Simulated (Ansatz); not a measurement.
A structure relaxed at PBE0-D4/def2-TZVP, charge 0, multiplicity 1:

```xyz
7

C     0.3093   -0.3219    1.9095
C     0.1193   -0.1239    0.7353
Si   -0.1684    0.1753   -1.0400
H     0.4772   -0.4969    2.9476
H    -0.1398    1.6349   -1.3021
H     0.8948   -0.4937   -1.8287
H    -1.4924   -0.3738   -1.4214
```

Q: Give its formula and SMILES.

A: C2H4Si, `C#C[SiH3]`.

Q: Point group (tolerance 0.08 Å, 0.16 Å for H)?

A: C3v.

Q: Summarise the bond lengths by kind.

A: 1 × C–C 1.206 Å; 1 × C–H 1.066 Å; 1 × C–Si 1.823 Å; 3 × H–Si 1.483 Å.

All numbers were calculated with Ansatz.
